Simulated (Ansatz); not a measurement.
1T (CdI2-type) SnS2 was calculated with PBEsol (Ansatz, a first-principles code, PAW).

Rigid layers of the crystal as relaxed at this level are moved apart or together:

```tsv
run	k mesh	layer repeat (Å)	energy against free layers (meV/Å²)	gap on the mesh (eV)
1	12×12×6	5.6	-0.09	0.946
2	12×12×6	5.75	-1.51	1.141
3	12×12×6	5.9	-2.19	1.317
4	12×12×6	6.1	-2.39	1.440
5	12×12×6	6.4	-1.99	1.465
6	12×12×6	6.9	-1.06	1.489
7	12×12×4	7.9	-0.25	1.522
8	12×12×4	9.9	-0.01	1.533
```

The lowest energy of these points lies at a layer repeat of 6.10 Å.

Spin–orbit coupling is not included.

Note: the cell comes from a level without a dispersion term, which matters for the spacing of layers, chains or molecules.
